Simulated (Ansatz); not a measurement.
Relaxation of H7NOSi (10 atoms, charge 0, multiplicity 1), to a largest force component of 0.03 eV/Å in at most 50 steps.

Theory: RKS PBE0-D4/def2-SVP (Ansatz 0.2.0).

```xyz
10
Properties=species:S:1:pos:R:3:forces:R:3
Si -0.574 -0.885 0.222 -0.59 -0.44 -0.74
O 1.984 0.797 -0.048 -0.06 0.04 0.02
H 0.246 -1.852 -0.567 -0.01 0.02 0.01
H -1.806 -1.562 0.730 0.00 0.00 0.01
N -1.089 0.416 -0.778 0.03 0.13 -0.09
H 1.859 0.168 0.676 0.10 0.10 -0.08
H 0.217 -0.536 1.392 0.46 0.20 0.87
H 1.474 1.560 0.254 0.06 -0.07 0.01
H -0.399 0.927 -1.315 -0.03 0.01 0.00
H -1.912 0.967 -0.566 0.02 -0.02 -0.01
```

Q: Where does it end, and by what steps?

A: The forces met the threshold. After 17 steps the energy has fallen by 0.136 eV; H6 moved furthest, 1.12 Å.

| step | energy less start (eV) | largest force component (eV/Å) | accepted |
| --- | --- | --- | --- |
| 0 | 0.0000 | 0.872 | yes |
| 1 | -0.0310 | 1.216 | yes |
| 2 | -0.0290 | 1.542 | no |
| 3 | -0.0596 | 0.265 | yes |
| 4 | -0.0677 | 0.150 | yes |
| 5 | -0.0829 | 0.149 | yes |
| 6 | -0.1019 | 0.221 | yes |
| 7 | -0.1186 | 0.107 | yes |
| 8 | -0.1149 | 0.330 | no |
| 9 | -0.1257 | 0.090 | yes |
| 10 | -0.1306 | 0.077 | yes |
| 11 | -0.1090 | 1.317 | no |
| 12 | -0.1324 | 0.082 | yes |
| 13 | -0.1339 | 0.178 | yes |
| 14 | -0.1352 | 0.036 | yes |
| 15 | -0.1354 | 0.057 | yes |
| 16 | -0.1356 | 0.039 | yes |
| 17 | -0.1357 | 0.006 | yes |

```xyz
10
Properties=species:S:1:pos:R:3
Si -0.683 -0.837 0.332
O 1.769 1.068 -0.145
H 0.439 -1.713 -0.133
H -1.907 -1.678 0.510
N -1.041 0.371 -0.846
H 2.213 0.246 -0.381
H -0.283 -0.356 1.704
H 1.762 1.055 0.819
H -0.306 1.057 -0.996
H -1.964 0.788 -0.863
```

Whether the end is a true minimum wasn't checked by a vibrational analysis.

Run time: 36 s on 2 threads of Intel(R) Xeon(R) Platinum 8488C (Sapphire Rapids), on a shared host, peak memory 0.16 GiB.
